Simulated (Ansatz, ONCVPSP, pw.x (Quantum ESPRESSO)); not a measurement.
Equation-of-state test of one ONCV potential (Pr (Z = 59))

```
Element                 : praseodymium (Pr)
Generator               : ONCVPSP 4.0.1.1 (patched build)
Type                    : optimised norm-conserving Vanderbilt (ONCV)
Functional              : LDA (Perdew-Wang 92)
Relativity              : scalar-relativistic
Frozen core             : [Kr] 4d10
Valence charge          : 13
Reference configuration : 4f3 5s2 5p6 6s2
Partial waves           : 5s+6s: rc 2.15 bohr, ncon 5, nbas 9, qcut 4.8 1/bohr, 2 projectors; 5p: rc 2.00 bohr, ncon 5, nbas 8, qcut 3.4 1/bohr, 2 projectors, debl 1.4 Ha; d scattering state at 0.12 Ha: rc 2.10 bohr, ncon 4, nbas 8, qcut 5 1/bohr, 2 projectors, debl 1.4 Ha; 4f: rc 1.55 bohr, ncon 4, nbas 8, qcut 12.1 1/bohr, 2 projectors, debl 0.4 Ha
Local potential         : polynomial inside 1.15 bohr (lpopt 5, dvloc0 0 Ha)
Core correction         : Teter function, fcfact 2.75, rcfact 1.4
```

In the d channel the program set the typed energies aside and used 0.050, 1.450 Ha.

Crystal test: diamond Pr in pw.x 7.5, no spin, 8³ k-points, Fermi–Dirac smearing 0.01 Ry, cutoffs 150/600 Ry. The reference is all-electron LAPW (Ansatz 0.2.0) with the same functional, mesh and smearing; V0 and B0 come from Birch–Murnaghan fits to the pressures at five volumes. Errors are pseudo minus all-electron; Δ is the rms difference of the E(V) curves that follow from these fits, minima aligned, over ±6 % about the mean V0. Mesh and smearing are coarse, so the numbers serve the comparison and aren't converged zero-temperature values; the lattice is a test structure that the element need not adopt. Spin polarisation and strong correlation are left out, which matters for this element.

```csv
V (Å³/atom),P all-electron (GPa),P pseudo (GPa)
23.590,6.70,55.78
24.211,3.09,48.80
24.832,0.00,42.59
25.453,-2.65,37.06
26.074,-4.91,32.14
```

All-electron: a0 = 5.835 Å (V0 = 24.83 Å³/atom), B0 = 114.3 GPa.

Pseudopotential: mean pressure error (GPa): +42.83. The pressure does not cross zero within the volumes sampled, so no fit is given. This is a poor potential for the solid. Note: ghosts flagged at negative energy: s at -99.8 eV; GHOST(+) flagged for p at 101.3 eV. A true bound ghost makes a file unfit for plane-wave use. Atomic configuration tests: tests left out (the all-electron energies of this program are off by 10 to 40 meV for near-neutral 4f atoms).

**Question.** At the middle volume, how do free energy and pressure move when the wave cutoff is lowered (ecutrho kept at four times it)?

**Answer.**

```
cutoff (Ry)  shift of F (meV/atom)  shift of P (GPa)
         68                +2046.5            -62.87
         90                 +209.5             -8.82
        120                   +3.0             -0.17
```

The run at the middle volume (29 k-points, 12 iterations) took about 2.3 min on one core of a shared host (Intel(R) Xeon(R) 6975P-C, 192 threads, 378 GiB, load 40).
